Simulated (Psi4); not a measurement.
# UMP2/6-311+G(d,p) run of doublet [S2F2]+

We compute a single-point energy of doublet [S2F2]+. 

The results are computed with Psi4 1.11.

1 further run of the same task is left out (it didn't finish).

## Step 1: The molecule

The species is [S2F2]+ (4 atoms), meant as a doublet with charge +1. As SMILES of the parent species, `FSSF`. The shape is that of a PBE0-D4/def2-TZVP optimisation. That shape belongs to the parent species and isn't relaxed for this state.

Bond lengths: F1–S2 1.631 Å, S2–S3 1.890 Å, S3–F4 1.631 Å. Angles: F1–S2–S3 108.6°, S2–S3–F4 108.6°.

## Step 2: A single-point energy at UMP2/6-311+G(d,p)

calc.in reads:

```
memory 2200 MB

molecule {
  1 2
  F     -1.783750    -0.199930    -0.621590
  S     -0.467670     0.764150    -0.632370
  S      1.044990    -0.276390    -0.184720
  F      1.206410    -0.287820     1.438680
  symmetry c1
  no_reorient
  no_com
}

set {
  basis 6-311+G**
  reference uhf
  puream true
  e_convergence 1e-09
  d_convergence 1e-08
  scf_type pk
  num_frozen_docc 12
  mp2_type conv
  maxiter 100
}

e, wfn = energy("mp2", return_wfn=True)
```

Launch:

```bash
$ psi4 -n 1 calc.in calc.out
```

calc.out:

```text
[...]
  Running in c1 symmetry.
[...]
  Nuclear repulsion =  230.128319113788450
[...]
  Multiplicity = 2
[...]
  Nalpha       = 25
  Nbeta        = 24
[...]
    Number of basis functions: 104
[...]
   @UHF iter   1:  -993.37557688250592    2.28989e-01   5.16737e-03 DIIS/ADIIS
[...]
   @UHF iter  24:  -993.52953541944134    1.06866e-11   8.55493e-09 DIIS
[...]
   @S^2 Observed:                8.227186557E-01
[...]
    Orbital Energies [Eh]
    ---------------------
    Alpha Occupied:
       1A    -92.410785     2A    -92.410780     3A    -26.600278
       4A    -26.600276     5A     -9.404289     6A     -9.403894
       7A     -7.092185     8A     -7.091964     9A     -7.081961
      10A     -7.081201    11A     -7.080204    12A     -7.080159
      13A     -1.896491    14A     -1.891479    15A     -1.443725
      16A     -1.197052    17A     -1.022000    18A     -0.981868
      19A     -0.980985    20A     -0.955308    21A     -0.950202
      22A     -0.909480    23A     -0.795270    24A     -0.757212
      25A     -0.739705
    Alpha Virtual:
[...]
  @UHF Final Energy:  -993.52953541944134
   => Energetics <=
    Nuclear Repulsion Energy =            230.1283191137884501
    One-Electron Energy =               -1820.8079211428430426
    Two-Electron Energy =                 597.1500666096133045
    Total Energy =                       -993.5295354194413449
  UHF NO Occupations:
  HONO-2 :   23  A 1.9982428
  HONO-1 :   24  A 1.9683334
[...]
 Multipole Moments:
 ------------------------------------------------------------------------------------
     Multipole            Electronic (a.u.)      Nuclear  (a.u.)        Total (a.u.)
 ------------------------------------------------------------------------------------
 L = 1.  Multiply by 2.5417464519 to convert [e a0] to [Debye]
 Dipole X            :         -6.9570486            7.6364967            0.6794480
 Dipole Y            :         -5.8782892            6.4522998            0.5740106
 Dipole Z            :          9.8469424          -10.8085342           -0.9615919
 Magnitude           :                                                    1.3098842
[...]
	SCS-MP2 Total Energy (a.u.)        :  -994.18270411743265
	SOS-MP2 Total Energy (a.u.)        :  -994.12211937223287
	SCSN-MP2 Total Energy (a.u.)       :  -993.84942287409615
[...]
	SOS-PI-MP2 Total Energy (a.u.)     :  -994.22088336436479
[...]
	MP2 Total Energy (a.u.)            :  -994.20510961570028
[...]
```

Run time: 9.9 s. Hardware: 1 thread of Intel Xeon at 2.60GHz (Ice Lake), shared host; peak memory 0.67 GiB.

## Step 3: Summary of results

At UMP2/6-311+G**, 12 core orbitals frozen:

| quantity | value |
| --- | --- |
| total energy | -994.20511 Eh |
| HOMO energy (Hartree–Fock orbitals) (highest over α and β) | -18.22 eV |
| LUMO energy (Hartree–Fock orbitals) (lowest over α and β) | -9.76 eV |
| correlation energy (12 core orbitals frozen) | -675.6 mEh |
| ⟨S²⟩ of the reference determinant | 0.823 |
